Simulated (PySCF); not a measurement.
**ethyl formate: calculation against experiment**

**The experiment to reproduce.**

NIST CCCBDB Release 22 (SRD 101), experimental polarizabilities lists, for the gas: mean polarisability 6.88 Å³.

How close the calculation comes is told at the end.

Species: ethyl formate, C₃H₆O₂.
Numbering: `[CH3:1][CH2:2][O:3][CH:4]=[O:5]` (hydrogens: H6, H7, H8 on C1; H9, H10 on C2; H11 on C4)

Geometry (GFN2-xTB, Å), atoms numbered from 1 in this order:
```
atom  x, y, z in Å
C1    -1.273    0.248   -0.476
C2    -0.353    0.062    0.722
O3     0.964    0.557    0.447
C4     1.799   -0.261   -0.165
O5     1.587   -1.386   -0.507
H6    -1.302    1.296   -0.767
H7    -2.276   -0.078   -0.219
H8    -0.917   -0.343   -1.317
H9    -0.702    0.640    1.579
H10   -0.281   -0.997    0.987
H11    2.760    0.263   -0.310
```

The PySCF runs (gas phase, on this GFN2-xTB geometry; no spin–orbit coupling):

```json
{"level": "PBE0/def2-SVPD", "job": "8 singlets by full TDDFT, 3 Tamm–Dancoff triplets, polarisability", "basis functions": "154", "wall time": "10 s"}
```

Hardware: x86-64 server, one thread, on a shared host.

Results beside the measurements:

**Mean polarisability.** Measured: 6.88 Å³ (NIST CCCBDB Release 22 (SRD 101), experimental polarizabilities).

```
         level  computed (Å³)  computed − measured (Å³)  % (from the printed values)
PBE0/def2-SVPD           6.64                     -0.24                           -3
```

The computed values are static and purely electronic, with core orbitals frozen in the response (1 au = 0.148185 Å³). The table of measured values doesn't say here whether a value is static or optical, or holds a vibrational part. The measurement averages over conformers, the calculation has one.

The geometry is computed, not the measured one. Where a level misses, the cause wasn't examined.
